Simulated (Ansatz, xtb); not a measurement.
# C2H4Al: 6 structures ranked

6 gas-phase structures of C2H4Al, found in a search over its isomers (lower ones may exist). Each was relaxed with GFN2-xTB; where two conformers were screened, the lower at r2SCAN-D4/def2-SVP is listed:

A. `C[C][AlH]`, a doublet
B. `C[CH][Al]`, a doublet
C. a doublet given by its coordinates
D. a doublet given by its coordinates
E. `C=[CH][AlH]`, a doublet
F. `[CH][Al][CH3]`, a doublet

C (Å):

```xyz
7

C    -0.4218    0.5294    1.4847
C     0.5178   -0.1484    0.6140
Al    1.5541    1.3898    1.7435
H     0.4387    0.0330   -0.4529
H     0.7896   -1.1694    0.8615
H    -1.1544    1.1843    1.0235
H    -0.8075   -0.0206    2.3377
```

Close contacts (Å): C1–C2 1.45, C1–Al3 2.17, C2–Al3 2.17, C1–H6 1.09, C1–H7 1.09, C2–H4 1.09, C2–H5 1.09.

D (Å):

```xyz
7

C    -1.5685    0.6209    0.5490
C    -1.5163   -0.5848    0.0600
Al   -1.4430   -2.3698   -0.6611
H    -2.0156    0.8560    1.5122
H    -1.1687    1.4922    0.0356
H    -2.0157   -3.6083    0.0801
H    -0.8033   -2.6981   -2.0373
```

Close contacts (Å): C1–C2 1.30, C2–Al3 1.93, C1–H4 1.09, C1–H5 1.09, Al3–H6 1.55, Al3–H7 1.55.

Task: Estimate their order in r2SCAN-D4/def2-SVP energy at these geometries, lowest first.

Result: Calculated order at r2SCAN-D4/def2-SVP: E (0.000), C (0.017), B (0.265), D (0.698), F (1.990), A (2.545) eV. Less than 1 kcal/mol parts E and C, so the order within that pair means little. CCSD(T)/def2-SVP after further relaxation puts C lowest instead.

Energies above the lowest of each column, in eV; the last columns are at B3LYP-D3(BJ)/def2-SVP geometries and were run for some of them only (a dash: not run or not comparable):

```
structure  GFN2-xTB  HF/STO-3G  r2SCAN-D4/def2-SVP  B3LYP-D3(BJ)/def2-SVP  CCSD(T)/def2-SVP
        E     0.213      0.428               0.000                  0.149             0.059
        C     0.922      0.689               0.017                  0.000             0.000
        B     0.953      0.000               0.265                  0.271             0.192
        D     0.000      0.119               0.698                  0.652                 –
        F     1.633      2.715               1.990                      –                 –
        A     1.418      3.562               2.545                      –                 –
```

CCSD(T)/def2-SVP puts C lowest of those it was run on; GFN2-xTB picks D, HF/STO-3G picks B, r2SCAN-D4/def2-SVP picks E. CCSD(T)/def2-SVP orders those it was run on as C (0.000), E (0.059), B (0.192) eV. Some further structures that were screened fall inside this span and aren't listed. Flexible structures stand in one conformer each, not always the lowest. Frequencies (B3LYP-D3(BJ)/def2-SVP) were run for B, C, E alone. Open shells are spin-unrestricted, some with notable spin contamination.

Over these structures GFN2-xTB departs from r2SCAN-D4/def2-SVP by 0.665 eV on average once a common shift is removed. A GFN2-xTB relaxation took about 0.31 s and the r2SCAN-D4/def2-SVP energy about 5.6 s on a shared host (Ansatz 0.2.0, xtb 6.7.1).
